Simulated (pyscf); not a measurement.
Four-centre exchange: H₂N–AlH₂ + H₂C=CH₂ → H₂C=CH–AlH–NH₂ + H₂

Gas phase, singlet surface, charge 0. Bonds broken: Al2–H5, C7–H9. Bonds formed: Al2–C7, H5–H9. Optimised with ωB97X-D3(BJ)/def2-SVP in PySCF.

Transition state (Å):

```xyz
12

N     -2.7328    -0.4637    -0.4779
Al    -1.5740     0.2892     0.6534
H     -3.7060    -0.6388    -0.2507
H     -2.4888    -0.9599    -1.3279
H     -0.5137    -0.8073     1.5255
H     -1.9367     1.4565     1.6508
C      0.2560     0.5953    -0.3899
C      1.1193     1.5538    -0.0196
H      0.0216    -0.3111     0.6870
H      0.2838     0.2383    -1.4301
H      1.1535     1.9164     1.0170
H      1.8308     2.0215    -0.7126
```

One imaginary mode, 1384i cm⁻¹; descent along it reached the two sides named, in the forms told below.

| bond | change | reactant side (Å) | saddle | product side |
|---|---|---|---|---|
| Al2–H5 | breaks | 1.591 | 1.757 | 2.7 |
| C7–H9 | breaks | 1.094 | 1.427 | 3.1 |
| Al2–C7 | forms | 2.7 | 2.129 | 1.947 |
| H5–H9 | forms | 2.8 | 1.112 | 0.761 |

Electronic energies relative to the separated reactants (kcal/mol):

```json
[
 {"level": "ωB97X-D3(BJ)/def2-TZVP", "barrier": "33.2", "reaction energy": "+1.8", "reverse barrier": "31.4"},
 {"level": "PBE/def2-TZVP", "barrier": "28.6", "reaction energy": "+3.1", "reverse barrier": "25.5"},
 {"level": "r²SCAN/def2-TZVP", "barrier": "28.3", "reaction energy": "+2.1", "reverse barrier": "26.2"},
 {"level": "B3LYP-D3(BJ)/def2-TZVP", "barrier": "33.3", "reaction energy": "+3.0", "reverse barrier": "30.3"},
 {"level": "PBE0-D3(BJ)/def2-TZVP", "barrier": "29.7", "reaction energy": "+2.9", "reverse barrier": "26.7"},
 {"level": "M06-2X/def2-TZVP", "barrier": "33.6", "reaction energy": "+0.7", "reverse barrier": "32.9"},
 {"level": "ωB97M-D3(BJ)/def2-TZVP", "barrier": "35.0", "reaction energy": "+3.5", "reverse barrier": "31.6"},
 {"level": "HF/def2-TZVP", "barrier": "52.1", "reaction energy": "+8.1", "reverse barrier": "44.0"}
]
```

With ωB97M-D3(BJ)/def2-TZVP energies and thermal terms (ideal gas, 1 atm, RRHO with modes under 100 cm⁻¹ raised to 100, one conformer, R ln 2 for chiral ones without a mode under 150 cm⁻¹), in kcal/mol:

```tsv
T (K)	ΔH‡	ΔG‡	ΔH	ΔG
298	33.3	42.8	+1.2	+2.5
600	33.9	52.1	+2.6	+3.2
900	34.7	61.1	+3.6	+3.3
1200	35.6	69.8	+4.3	+3.1
```

On the reactant side the descent ends in a bound adduct (not fully relaxed), 9.0 kcal/mol under the separated species and 42.1 kcal/mol under the saddle at ωB97X-D3(BJ)/def2-TZVP. At the saddle there is also a short Al–H contact that neither side keeps. The same reactants have a lower exit, to H₃C–CH₂–AlH–NH₂ (barrier +9.7 kcal/mol at ωB97M-D3(BJ)/def2-TZVP, against +35.0 kcal/mol here). This is the saddle that the search found; another between the same sides may lie lower.
